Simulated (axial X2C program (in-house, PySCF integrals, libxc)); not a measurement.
# Curves of SiCl by EOM-EA-CCSD

Calculated with an in-house all-electron X2C program for linear molecules (integrals from PySCF): two-component X2C with atomic mean-field Coulomb and Gaunt terms, Gaussian nuclei, basis Cl dyall-av3z, Si dyall-av3z with contracted cores.

Energies in eV from the lowest point of the lowest state; states are followed by energy order within each Ω. Reference: SiCl⁺, 10 electrons correlated in 92 virtual spinors with an MP2 remainder; levels at this size can be off by some tenths of an eV. Masses 34.969 and 27.977 u.

```csv
R (Å),(1)Ω=1/2,(1)Ω=3/2,(2)Ω=1/2,(3)Ω=3/2,(5)Ω=1/2
1.914,0.3086,0.3357,3.6172,5.1366,5.1371
1.997,0.0717,0.0989,3.3441,5.1258,5.1265
2.080,0.0000,0.0270,3.1477,5.2640,5.2649
2.174,0.0540,0.0807,3.0014,5.5358,5.5368
2.267,0.2026,0.2288,2.9225,5.8832,5.8843
2.392,0.4899,0.5154,2.9035,6.4068,6.4079
```

**Question.** Fit the curves (1)Ω=1/2, (1)Ω=3/2, (3)Ω=3/2, (5)Ω=1/2 near their minima.

**Answer.** At EOM-EA-CCSD from SiCl⁺ (the fit fixes ωe to about one per cent; ωe of higher roots by this method can be off by ten per cent):

| state | Te (cm⁻¹) | Re (Å) | ωe (cm⁻¹) |
| --- | --- | --- | --- |
| (1)Ω=1/2 | 0 | 2.086 | 527.9 |
| (1)Ω=3/2 | 220 | 2.086 | 527.3 |
| (3)Ω=3/2 | 41210 | 1.959 | 667.4 |
| (5)Ω=1/2 | 41210 | 1.959 | 667.5 |

For SiCl⁺ at CCSD, and between the minima:

Re = 1.965 Å, ωe = 675.3 cm⁻¹; removing the electron costs 7.230 eV without zero-point terms.

No minimum in range: (2)Ω=1/2; the order of states may turn beyond it. T1 of the reference reaches 0.032 (Lee–Taylor). Curves followed by order can swap character. Number of frozen shells: Cl 2 s, 1 p; Si 2 s, 1 p. Roots with under 60 % one-particle weight at any point are counted in the labels but not shown, and the list ends where the roots sought for some Ω run out; states that need a further excitation are missing and may lie low or lowest. Curves with a minimum but no constants failed the fit check.
